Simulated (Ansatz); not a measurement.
# SiNH4 radical (SMILES [NH][SiH3]): functionals against CCSD(T) at one geometry

One table from this session's results is given with a row withheld; the runs are named, their logs left out.

The runs use Ansatz 0.2.0, Gaussian basis; single points in def2-TZVPP.

Correlated methods freeze the cores. Orbitals are unrestricted. B3LYP uses VWN-RPA correlation.

### The starting structure

SMILES `[NH][SiH3]`, 6 atoms, charge 0, spin multiplicity 2.

Atoms are counted from 1 here; the program's logs count them from 0.

Bond lengths: N1–Si2 1.630 Å, N1–H3 1.161 Å, Si2–H4 1.531 Å, Si2–H5 1.574 Å, Si2–H6 1.371 Å. Angles: Si2–N1–H3 129.9°, N1–Si2–H4 108.8°, N1–Si2–H5 107.0°, N1–Si2–H6 115.8°, H4–Si2–H5 107.4°, H4–Si2–H6 108.5°, H5–Si2–H6 109.1°.

Geometry (Å):

```xyz
6
charge 0, multiplicity 2
N     0.5636   -0.8316    0.7244
Si   -0.2159    0.3678   -0.0561
H     0.9793   -1.8371    0.3195
H    -1.3143   -0.2447   -0.9289
H     0.8279    1.0448   -1.0202
H    -0.7795    1.3299    0.7410
```

The first run:

The input, run/in.yaml:

```yaml
crystal:
  periodic: [false, false, false]
  atoms:
    - {symbol: N, position_ang: [0.563600, -0.831600, 0.724400]}
    - {symbol: Si, position_ang: [-0.215900, 0.367800, -0.056100]}
    - {symbol: H, position_ang: [0.979300, -1.837100, 0.319500]}
    - {symbol: H, position_ang: [-1.314300, -0.244700, -0.928900]}
    - {symbol: H, position_ang: [0.827900, 1.044800, -1.020200]}
    - {symbol: H, position_ang: [-0.779500, 1.329900, 0.741000]}
basis:
  gaussian: {orbitals: def2-TZVPP}
magnetization: {spin_polarized: true, initial_magnetization: 1}
correlation: {method: ccsd_t}
scf: {omitted_lower_state_checks: [cluster_reference]}
output: {forces: true}
```

The command line of these runs was not kept.

Among the steps run: CCSD(T)/def2-TZVPP; PBE0-D4/def2-TZVPP; wB97M-V/def2-TZVPP; r2SCAN-D4/def2-TZVPP; PBE-D4/def2-TZVPP; B3LYP-D4/def2-TZVPP; wB97X-V/def2-TZVPP.

One table of the session follows, with a row left open; its other results are not shown here.

```
   method  RMS force component (eV/Å)  angle to CCSD(T) forces (°)  dipole (D)
  CCSD(T)                       2.348                    reference        0.91
  PBE0-D4                       2.253                          4.0        0.93
  wB97M-V                       2.275                          2.6        0.93
r2SCAN-D4                           ?                            ?           ?
   PBE-D4                       2.107                          5.8        0.91
 B3LYP-D4                       2.208                          3.1        0.91
  wB97X-V                       2.316                          2.3        0.94
```

**Question.** Estimate the row for r2SCAN-D4.

As computed: RMS force component (eV/Å): 2.198; angle to CCSD(T) forces (°): 4.3; dipole (D): 0.91. In the column «RMS force component (eV/Å)» it lies between PBE-D4 (2.107) and B3LYP-D4 (2.208).
